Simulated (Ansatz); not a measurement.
## A van 't Hoff estimate for SiH2(SiH3)F ⇌ SiH(SiH3)F + H

Species: SiH2(SiH3)F, singlet; SiH(SiH3)F, doublet; H atom, doublet. 

The electronic reaction energy at CCSD(T)/CBS estimate is +402.5 kJ/mol. Shapes: PBE0-D4/def2-TZVP. Programs: Ansatz 0.2.0. Enthalpy and entropy come from rigid-rotor, harmonic-oscillator sums on unscaled PBE0-D4/def2-TZVP wavenumbers, ideal gases at 1 bar; R ln 2 is added for the mirror twin of the chiral shape of SiH(SiH3)F. Symmetry numbers: SiH2(SiH3)F 1, SiH(SiH3)F 1. R = 8.3145 J/(mol K).

| T (K) | ΔH (kJ/mol) | ΔS (J/(mol K)) |
| --- | --- | --- |
| 500 | +386.8 | +130.7 |
| 700 | +388.4 | +133.5 |
| 900 | ? | ? |

Question: Work out ln K at 500 and 700 K, and from these estimate it at 900 K.

Answer: 
1. 500 K: ΔG = +386.8 − 500 × (+130.7)/1000 = +321.5 kJ/mol; ln K = −ΔG/RT = -77.33.
2. 700 K: ΔG = +388.4 − 700 × (+133.5)/1000 = +294.9 kJ/mol; ln K = −ΔG/RT = -50.67.
3. Slope against 1000/T: (-50.67 − (-77.33))/(1.4286 − 2.0000) = -46.65, that is −ΔH/R with ΔH near +388 kJ/mol.
4. 900 K: ln K = -77.33 + (-46.65) × (1.1111 − 2.0000) = -35.86.

The full sums give ΔH = +389.4 kJ/mol, ΔS = +134.8 J/(mol K), ΔG = +268.1 kJ/mol and ln K = -35.83 at 900 K, so the line is off by -0.03 in ln K; without rounding the miss is -0.05, from the change of ΔH with temperature. The reactants are favoured over this whole range. The number of molecules rises, which sets the sign of ΔS, and lower pressure favours the products. An error of 10 kJ/mol in the energy moves ln K by 1.3 at 900 K. Soft modes are treated as harmonic, which can err either way at these temperatures; the lowest are those of SiH2(SiH3)F (100 cm⁻¹), SiH(SiH3)F (101 cm⁻¹). Open shells run unrestricted. The CBS estimate extrapolates MP2 from def2-TZVPP and def2-QZVPP and adds CCSD(T) − MP2 in the triple-zeta set, cores frozen.
